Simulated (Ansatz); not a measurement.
A made-up structure of CH$_{4}$Si$_{2}$, closed shell:

```json
{"atom": "C1", "x (Å)": "-0.0441", "y (Å)": "0.4260", "z (Å)": "-0.5798"}
{"atom": "Si2", "x (Å)": "0.0426", "y (Å)": "1.3535", "z (Å)": "1.0625"}
{"atom": "Si3", "x (Å)": "1.0314", "y (Å)": "-1.1068", "z (Å)": "-0.8180"}
{"atom": "H4", "x (Å)": "-1.0378", "y (Å)": "-0.0480", "z (Å)": "-0.4724"}
{"atom": "H5", "x (Å)": "2.2531", "y (Å)": "-1.5493", "z (Å)": "-1.3907"}
{"atom": "H6", "x (Å)": "-0.3978", "y (Å)": "0.1549", "z (Å)": "1.9040"}
{"atom": "H7", "x (Å)": "0.3962", "y (Å)": "-1.8822", "z (Å)": "0.3367"}
```

It is relaxed with PBE-D4/def2-SVP and then PBE0-D4/def2-TZVP (Ansatz 0.2.0). Atoms count as bonded within 1.22 times the sum of their covalent radii (H–H: 0.88 Å). The end point is not checked to be a true minimum.

**Question.** Does its bonding change? (Judge from chemistry; the calculation decides.)

**Answer.** By the calculation: No: no bond forms or breaks.

Where it ends: The first stage lowers the energy by 2.62 eV in 21 steps. It ends as CH₄Si₂ ([SiH][CH][SiH2]):
```
7
angstrom
C -0.2215 -0.2383 0.1015
Si 0.6342 1.1678 0.9309
Si 0.8763 -1.3054 -0.6730
H -1.2878 -0.4460 0.1253
H 2.3228 -1.0066 -0.6995
H -0.6072 1.7571 1.6059
H 0.5268 -2.5806 -1.3488
```

Labels in which every atom is bracketed show which atoms are joined, not bond orders.

For scale, one of the runs: PBE0-D4/def2-TZVP relaxation, 129 basis functions, launched by `ansatz run in.yaml --threads 2 --pin off --events-out ev --progress --plain --max-ram 4352MiB`. Hardware: 2 CPU threads of an Arm Neoverse V2, shared host. Wall time about 15 s.
